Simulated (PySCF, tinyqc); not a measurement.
Inside a calculation. Method: RKS/LDA (VWN5) in the sto-3g basis, for OH-, spin multiplicity 1. The basis has no diffuse functions, so it cannot describe the extra electron: this is an exercise in the method, not the real anion. The lowest restricted solution is unstable here: a spin-polarised one lies 0.0053 hartree lower (PySCF). One step of it, computed by the program tinyqc.

Question. Iteration 2: building the Kohn-Sham matrix. J_ij = sum D_kl (ij|kl); F = H + J + V_xc; E = tr D H + tr D J / 2 + E_xc + E_nn.

D after iteration 1:
```
,1O 1s,1O 2s,1O 2px,1O 2py,1O 2pz,2H 1s
1O 1s,2.111551,-0.472247,-0.001979,-0.034934,0.089541,-0.042517
1O 2s,-0.472247,2.002175,0.008549,0.150911,-0.376876,0.108986
1O 2px,-0.001979,0.008549,1.999521,-0.008452,0.023144,-0.021421
1O 2py,-0.034934,0.150911,-0.008452,1.850804,0.408536,-0.378106
1O 2pz,0.089541,-0.376876,0.023144,0.408536,0.917931,0.760038
2H 1s,-0.042517,0.108986,-0.021421,-0.378106,0.760038,1.112629
```

core Hamiltonian H = T + V (hartree):
```
,1O 1s,1O 2s,1O 2px,1O 2py,1O 2pz,2H 1s
1O 1s,-31.919031,-7.422995,0.000000,0.000000,-0.004687,-0.285971
1O 2s,-7.422995,-8.547559,0.000000,0.000000,-0.059149,-0.800478
1O 2px,0.000000,0.000000,-6.746171,0.000000,0.000000,0.000000
1O 2py,0.000000,0.000000,0.000000,-6.746171,0.000000,0.000000
1O 2pz,-0.004687,-0.059149,0.000000,0.000000,-6.771108,-0.687509
2H 1s,-0.285971,-0.800478,0.000000,0.000000,-0.687509,-2.893480
```

Two-electron integrals (ij|kl) in chemists' order, unique and non-zero (hartree):
```
i,j,k,l,(ij|kl)
1,1,1,1,4.785065
2,1,1,1,0.741380
2,1,2,1,0.136873
2,2,1,1,1.118947
2,2,2,1,0.256633
2,2,2,2,0.817206
3,1,3,1,0.024477
3,2,3,1,0.037809
3,2,3,2,0.180518
3,3,1,1,1.115814
3,3,2,1,0.256684
3,3,2,2,0.817023
3,3,3,3,0.880159
4,1,4,1,0.024477
4,2,4,1,0.037809
4,2,4,2,0.180518
4,3,4,3,0.047444
4,4,1,1,1.115814
4,4,2,1,0.256684
4,4,2,2,0.817023
4,4,3,3,0.785270
4,4,4,4,0.880159
5,1,5,1,0.024477
5,2,5,1,0.037809
5,2,5,2,0.180518
5,3,5,3,0.047444
5,4,5,4,0.047444
5,5,1,1,1.115814
5,5,2,1,0.256684
5,5,2,2,0.817023
5,5,3,3,0.785270
5,5,4,4,0.785270
5,5,5,5,0.880159
6,1,1,1,0.028630
6,1,2,1,0.005246
6,1,2,2,0.009789
6,1,3,3,0.009776
6,1,4,4,0.009776
6,1,5,1,0.000224
6,1,5,2,0.000424
6,1,5,5,0.009818
6,1,6,1,0.000203
6,2,1,1,0.089419
6,2,2,1,0.020854
6,2,2,2,0.076375
6,2,3,3,0.075078
6,2,4,4,0.075078
6,2,5,1,0.001523
6,2,5,2,0.013094
6,2,5,5,0.078889
6,2,6,1,0.000815
6,2,6,2,0.010068
6,3,3,1,0.001919
6,3,3,2,0.012116
6,3,5,3,0.002575
6,3,6,3,0.001270
6,4,4,1,0.001919
6,4,4,2,0.012116
6,4,5,4,0.002575
6,4,6,4,0.001270
6,5,1,1,0.075615
6,5,2,1,0.017830
6,5,2,2,0.069819
6,5,3,3,0.067073
6,5,4,4,0.067073
6,5,5,1,0.002927
6,5,5,2,0.022304
6,5,5,5,0.075232
6,5,6,1,0.000716
6,5,6,2,0.011203
6,5,6,5,0.013583
6,6,1,1,0.303342
6,6,2,1,0.071790
6,6,2,2,0.302314
6,6,3,3,0.294762
6,6,4,4,0.294762
6,6,5,1,0.004620
6,6,5,2,0.057178
6,6,5,5,0.317301
6,6,6,1,0.002799
6,6,6,2,0.057281
6,6,6,5,0.073987
6,6,6,6,0.774606
```

nuclear repulsion = 2.43020533 hartree

V_xc (hartree):
```
,1O 1s,1O 2s,1O 2px,1O 2py,1O 2pz,2H 1s
1O 1s,-2.924092,-0.420171,-0.000076,-0.001341,0.003363,-0.016260
1O 2s,-0.420171,-0.797336,-0.000522,-0.009206,0.019552,-0.067733
1O 2px,-0.000076,-0.000522,-0.808304,0.000377,-0.000976,-0.000069
1O 2py,-0.001341,-0.009206,0.000377,-0.801693,-0.017226,-0.001210
1O 2pz,0.003363,0.019552,-0.000976,-0.017226,-0.767756,-0.061096
2H 1s,-0.016260,-0.067733,-0.000069,-0.001210,-0.061096,-0.435649
```

E_xc = sum of w rho eps_xc = -8.95824148 hartree

Give: Coulomb J; Kohn-Sham matrix F; total energy of this density.

Answer.

Coulomb J (hartree):
```
,1O 1s,1O 2s,1O 2px,1O 2py,1O 2pz,2H 1s
1O 1s,17.4340,3.2850,0.0005,0.0082,-0.0142,0.1258
1O 2s,3.2850,8.1106,0.0024,0.0427,-0.0290,0.7568
1O 2px,0.0005,0.0024,8.1290,-0.0008,0.0021,0.0003
1O 2py,0.0082,0.0427,-0.0008,8.1149,0.0368,0.0047
1O 2pz,-0.0142,-0.0290,0.0021,0.0368,8.0647,0.6990
2H 1s,0.1258,0.7568,0.0003,0.0047,0.6990,3.5485
```

Kohn-Sham matrix F (hartree):
```
,1O 1s,1O 2s,1O 2px,1O 2py,1O 2pz,2H 1s
1O 1s,-17.4091,-4.5581,0.0004,0.0069,-0.0155,-0.1764
1O 2s,-4.5581,-1.2343,0.0019,0.0335,-0.0686,-0.1114
1O 2px,0.0004,0.0019,0.5746,-0.0004,0.0011,0.0002
1O 2py,0.0069,0.0335,-0.0004,0.5671,0.0196,0.0035
1O 2pz,-0.0155,-0.0686,0.0011,0.0196,0.5258,-0.0496
2H 1s,-0.1764,-0.1114,0.0002,0.0035,-0.0496,0.2194
```

total energy of this density = -73.666512 hartree
